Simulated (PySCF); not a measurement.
How methods differ on the ionisation energy of N

N [He] 2s2 2p3 (4S) → N⁺ [He] 2s2 2p2 (3P), as a difference of total energies. Computed with PySCF 2.14 in ANO-RCC-VTZP (4s3p2d1f, 30 functions), with the spin-free X2C one-electron Hamiltonian (Gaussian nucleus). Correlated levels: valence: 1s2 frozen; valence and next inner shell: nothing frozen. The calculations carry no spin-orbit coupling.

```
                                method  ionisation energy (eV)  plus first-order spin-orbit estimate  error of that sum (eV)
                                   UHF                  13.894                                13.882                  -0.652
                                   LDA                  15.024                                15.013                  +0.479
                                   PBE                  14.735                                14.723                  +0.189
                                  PBE0                  14.708                                14.696                  +0.162
                                r2SCAN                  14.817                                14.806                  +0.272
                                 TPSSh                  14.677                                14.666                  +0.132
                                  PW91                  14.810                                14.798                  +0.264
                                 HSE06                  14.705                                14.693                  +0.159
                                PBEsol                  14.756                                14.744                  +0.210
                         MP2 (valence)                  14.586                                14.574                  +0.040
                     SCS-MP2 (valence)                  14.327                                14.315                  -0.219
    MP2 (valence and next inner shell)                  14.599                                14.587                  +0.053
SCS-MP2 (valence and next inner shell)                  14.336                                14.324                  -0.210
```

Reference: 14.534 eV (measured; NIST Atomic Spectra Database, ionization energies).

A first-order spin-orbit estimate (lowest level to lowest level, LS coupling) adds -0.012 eV.

Errors of the correlated levels include the incompleteness of this basis and the frozen core.
